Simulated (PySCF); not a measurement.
# C3H4FS radical: electronic structure in real space

Aim: take C3H4FS radical and see where an electron leaves and enters, analyse its density (charges, bond critical points, surface potential) and measure its response to a uniform field.

The runs use PySCF 2.14.0; levels as typed in each script, gas phase, geometry from GFN2-xTB.

## (1) The system as given

9 atoms, charge 0, spin multiplicity 2.

Bond lengths: C1–C2 1.499 Å, C1–H6 1.086 Å, C1–H7 1.090 Å, C1–H8 1.088 Å, C2–F3 1.371 Å, C2–C4 1.441 Å, C2–S5 1.857 Å, C4–S5 1.726 Å, C4–H9 1.071 Å. Angles: C2–C1–H6 109.9°, C2–C1–H7 108.8°, C2–C1–H8 110.4°, H6–C1–H7 109.4°, H6–C1–H8 109.7°, H7–C1–H8 108.6°, C1–C2–F3 111.2°, C1–C2–C4 124.0°, C1–C2–S5 117.2°, F3–C2–C4 119.2°, F3–C2–S5 114.4°, C4–C2–S5 61.6°, C2–C4–S5 71.2°, C2–C4–H9 130.1°, S5–C4–H9 124.6°, C2–S5–C4 47.3°.

Coordinates:

```xyz
9
charge 0, multiplicity 2
C     1.4235   -1.0423    0.0321
C     0.4536    0.0954    0.1360
F     0.9899    1.2517   -0.3700
C    -0.5874    0.1792    1.1289
S    -1.2973   -0.2323   -0.3891
H     0.9568   -1.9588    0.3801
H     2.2923   -0.8212    0.6516
H     1.7531   -1.1662   -0.9977
H    -0.8936    1.0047    1.7392
```

## (2) Removing and adding an electron (TPSSh/def2-svp)

input.py reads:

```python
import numpy as np
from pyscf import gto, scf, dft
from pyscf.scf import atom_ks, atom_hf
from scipy.linalg import block_diag

def solve(mol, dm0=None, hcore=None):
    mf = (dft.UKS if mol.spin else dft.RKS)(mol, xc='tpssh')
    mf.grids.level = 3
    mf = mf.density_fit(auxbasis='def2-universal-jkfit')
    mf.conv_tol, mf.max_cycle = 1e-8, 80
    if hcore is not None:
        mf.get_hcore = lambda *args: hcore
    mf.kernel(dm0)
    if not mf.converged:
        mf = mf.newton().run(mf.mo_coeff, mf.mo_occ, max_cycle=30)
    assert mf.converged, 'SCF not converged'
    return mf

mol = gto.M(atom='''
C      1.42345    -1.04234     0.03210
C      0.45362     0.09535     0.13603
F      0.98992     1.25168    -0.36997
C     -0.58738     0.17915     1.12889
S     -1.29726    -0.23229    -0.38910
H      0.95683    -1.95882     0.38008
H      2.29228    -0.82118     0.65164
H      1.75315    -1.16616    -0.99772
H     -0.89358     1.00465     1.73916
''', basis='def2-svp', charge=0, spin=1, verbose=4)
mf = solve(mol)
out = dict(e0=mf.e_tot, dm0=mf.make_rdm1(), c=mf.mo_coeff, occ=mf.mo_occ, eps=mf.mo_energy)
for name, dq, spin in [('cation', 1, 0), ('anion', -1, 0)]:
    ion = mol.copy().set(charge=mol.charge + dq, spin=spin).build()
    mi = solve(ion)
    if spin and dq > 0 and mol.nao < 130:
        c, _, stable, _ = mi.stability(return_status=True)
        if not stable:
            mi = solve(ion, mi.make_rdm1(c, mi.mo_occ))
    print(name, 'vertical energy change / eV', (mi.e_tot - mf.e_tot) * 27.211386)
    out.update({'e_' + name: mi.e_tot, 'dm_' + name: mi.make_rdm1(), 's2_' + name: mi.spin_square()[0], 'eps_' + name: mi.mo_energy, 'occ_' + name: mi.mo_occ})
# spherically averaged free atoms, for the promolecule
atm = atom_ks.get_atm_nrks(mol, xc='tpssh')
pro = block_diag(*[(atm[a[0]][2] * atm[a[0]][3]) @ atm[a[0]][2].T for a in mol._atom])
np.savez('result.npz', pro=pro, **out)
```

The run is started by

```
> OMP_NUM_THREADS=1 python input.py
```

## (4) Density, bond paths and surface potential (B3LYP/def2-svpd)

input.py reads:

```python
import numpy as np
from pyscf import gto, scf, dft
from pyscf.scf import atom_ks, atom_hf
from scipy.linalg import block_diag

def solve(mol, dm0=None, hcore=None):
    mf = (dft.UKS if mol.spin else dft.RKS)(mol, xc='b3lyp')
    mf.grids.level = 3
    mf = mf.density_fit(auxbasis='def2-universal-jkfit')
    mf.conv_tol, mf.max_cycle = 1e-8, 80
    if hcore is not None:
        mf.get_hcore = lambda *args: hcore
    mf.kernel(dm0)
    if not mf.converged:
        mf = mf.newton().run(mf.mo_coeff, mf.mo_occ, max_cycle=30)
    assert mf.converged, 'SCF not converged'
    return mf

mol = gto.M(atom='''
C      1.42345    -1.04234     0.03210
C      0.45362     0.09535     0.13603
F      0.98992     1.25168    -0.36997
C     -0.58738     0.17915     1.12889
S     -1.29726    -0.23229    -0.38910
H      0.95683    -1.95882     0.38008
H      2.29228    -0.82118     0.65164
H      1.75315    -1.16616    -0.99772
H     -0.89358     1.00465     1.73916
''', basis='def2-svpd', charge=0, spin=1, verbose=4)
mf = solve(mol)
mf.analyze()
# spherically averaged free atoms, for the promolecule
atm = atom_ks.get_atm_nrks(mol, xc='b3lyp')
pro = block_diag(*[(atm[a[0]][2] * atm[a[0]][3]) @ atm[a[0]][2].T for a in mol._atom])
np.savez('result.npz', e=mf.e_tot, c=mf.mo_coeff, occ=mf.mo_occ, eps=mf.mo_energy, pro=pro, dip=mf.dip_moment(verbose=0), s2=mf.spin_square()[0])
```

## (6) Response to an electric field (BP86/def2-svpd)

input.py reads:

```python
import numpy as np
from pyscf import gto, scf, dft
from pyscf.scf import atom_ks, atom_hf
from scipy.linalg import block_diag

def solve(mol, dm0=None, hcore=None):
    mf = (dft.UKS if mol.spin else dft.RKS)(mol, xc='bp86')
    mf.grids.level = 3
    mf = mf.density_fit(auxbasis='def2-universal-jkfit')
    mf.conv_tol, mf.max_cycle = 1e-8, 80
    if hcore is not None:
        mf.get_hcore = lambda *args: hcore
    mf.kernel(dm0)
    if not mf.converged:
        mf = mf.newton().run(mf.mo_coeff, mf.mo_occ, max_cycle=30)
    assert mf.converged, 'SCF not converged'
    return mf

mol = gto.M(atom='''
C      1.42345    -1.04234     0.03210
C      0.45362     0.09535     0.13603
F      0.98992     1.25168    -0.36997
C     -0.58738     0.17915     1.12889
S     -1.29726    -0.23229    -0.38910
H      0.95683    -1.95882     0.38008
H      2.29228    -0.82118     0.65164
H      1.75315    -1.16616    -0.99772
H     -0.89358     1.00465     1.73916
''', basis='def2-svpd', charge=0, spin=1, verbose=4)
field = np.array([-0.004, -0.0, -0.0])  # atomic units
mol.set_common_orig(mol.atom_charges() @ mol.atom_coords() / mol.atom_charges().sum())
mf = solve(mol)
out = dict(dm0=mf.make_rdm1(), d0=mf.dip_moment(unit='AU'), e0=mf.e_tot)
for name, sign in (('p', 1), ('m', -1)):
    h = mf.get_hcore() + sign * np.einsum('x,xij->ij', field, mol.intor('int1e_r'))
    mi = solve(mol, mf.make_rdm1(), h)
    out.update({'dm' + name: mi.make_rdm1(), 'd' + name: mi.dip_moment(unit='AU'), 'e' + name: mi.e_tot})
# spherically averaged free atoms, for the promolecule
atm = atom_ks.get_atm_nrks(mol, xc='bp86')
pro = block_diag(*[(atm[a[0]][2] * atm[a[0]][3]) @ atm[a[0]][2].T for a in mol._atom])
np.savez('result.npz', pro=pro, **out)
```

(Steps that only read results are left out.)

What does the calculation give? Wanted: vertical ionisation energy; vertical electron affinity; dipole moment; HOMO, LUMO; polarisability along the field.

The runs gave:

| quantity | value |
| --- | --- |
| vertical ionisation energy (TPSSh/def2-svp) | 8.35 eV |
| vertical electron affinity (TPSSh/def2-svp) | -0.20 eV |
| dipole moment (B3LYP/def2-svpd) | 1.24 D |
| HOMO, LUMO (B3LYP/def2-svpd) | -5.87, -2.66 eV |
| polarisability along the field (BP86/def2-svpd) | 66.8 bohr³ |

In words: The ionisation energy from two SCF runs, 8.35 eV, lies 3.0 eV above −ε(HOMO) = 5.33 eV of the same level, TPSSh/def2-svp, since self-interaction lifts this functional's HOMO. At B3LYP/def2-svpd: The highest Hirshfeld charge is on C2 (+0.12 e), the lowest on F3 (−0.12 e). All values hold at the given geometry, in the gas phase.
